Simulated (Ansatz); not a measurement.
A first try at a single point from an input written key by key of C6H5 (charge +1), SMILES C#CC[c+]1cc1, using Ansatz 0.2.0 through its Python package.

Input file `input.yaml`:
```yaml
crystal:
  periodic: [false, false, false]
  atoms:
    - { symbol: C, position_ang: [-2.1796, 1.2855, -1.1738] }
    - { symbol: C, position_ang: [-1.4427, 0.4873, -0.6609] }
    - { symbol: C, position_ang: [-0.5476, -0.493, -0.0297] }
    - { symbol: C, position_ang: [0.8649, -0.1802, -0.3784] }
    - { symbol: C, position_ang: [1.9674, -0.831, 0.2346] }
    - { symbol: C, position_ang: [1.7733, 0.4507, 0.5102] }
    - { symbol: H, position_ang: [-2.8289, 1.9955, -1.6319] }
    - { symbol: H, position_ang: [-0.7956, -1.4981, -0.3906] }
    - { symbol: H, position_ang: [-0.7064, -0.4927, 1.0557] }
    - { symbol: H, position_ang: [2.1352, -1.5952, 0.9682] }
    - { symbol: H, position_ang: [1.7601, 0.8712, 1.4968] }
total_charge: 1
basis:
  gaussian: def2-SVP
correlation:
  method: mp2
```

The script, `run_deck.py`:
```python
"""C6H5(+) through the session interface."""

import ansatz as az


def main() -> None:
    session = az.Session.from_deck("input.yaml")
    r = session.plan(threads=1).execute().report

    for key in ("converged", "free_energy_ev", "reference_energy_ev", "n_frozen", "n_occupied", "n_virtual"):
        print(f"{key:22s} {r[key]}")
    symbols = ["C", "C", "C", "C", "C", "C", "H", "H", "H", "H", "H"]
    parts = r["correlation"]
    for name in ("random_phase", "coupled_cluster", "perturbative"):
        if name in parts:
            print(f"{name:16s} {parts[name]['energy']['hartree']:12.7f} Ha")
    if "second_order" in parts:
        pair = parts["second_order"]
        print(f"MP2 same spin {pair['same_spin']['hartree']:.7f} Ha, opposite spin {pair['opposite_spin']['hartree']:.7f} Ha")
    field = r["mean_field"]
    print("<S^2> =", round(abs(field["state"]["spin_squared"]), 4), " all-electron relativity setting:", field["relativity"])
    print("passes:", field["passes"])
    if "symmetry" in field:
        print("occupied orbitals by irrep:", field["symmetry"]["occupied"])


if __name__ == "__main__":
    main()
```

```console
$ python run_deck.py
Traceback (most recent call last):
  File "run_deck.py", line 28, in <module>
    main()
    ~~~~^^
  File "run_deck.py", line 7, in main
    session = az.Session.from_deck("input.yaml")
ansatz.RefusalError: YAML parse error: error: line 17 column 13: expected mapping start
  --> <input>:17:13
   |
15 | total_charge: 1
16 | basis:
17 |   gaussian: def2-SVP
   |             ^ expected mapping start
18 | correlation:
19 |   method: mp2
   |
```

Find the fault and give the corrected script.

The fault: basis as plain word. The correction:

```diff
--- input.yaml
+++ input.yaml
@@ -17 +17 @@
-  gaussian: def2-SVP
+  gaussian: { orbitals: def2-SVP }
```

After the fix:

Running `python run_deck.py` prints:
```text
converged              True
free_energy_ev         -6263.76073514272
reference_energy_ev    -6243.355549426839
n_frozen               6
n_occupied             [14, 14]
n_virtual              [89, 89]
MP2 same spin -0.1861796 Ha, opposite spin -0.5636971 Ha
<S^2> = 0.0  all-electron relativity setting: none
passes: {'evaluations': 11, 'products': 47}
occupied orbitals by irrep: [{'A': 20}, {'A': 20}]
```

What to keep in mind:
- Total energies depend on the basis set; only differences at equal settings carry meaning.
- The geometry is a force-field or estimated start, not a minimum of this method, and the basis set is short of its limit.
- Timing: 2.3 s on 1 thread of Arm Neoverse V1, with other jobs on the host, peak memory 0.23 GiB.
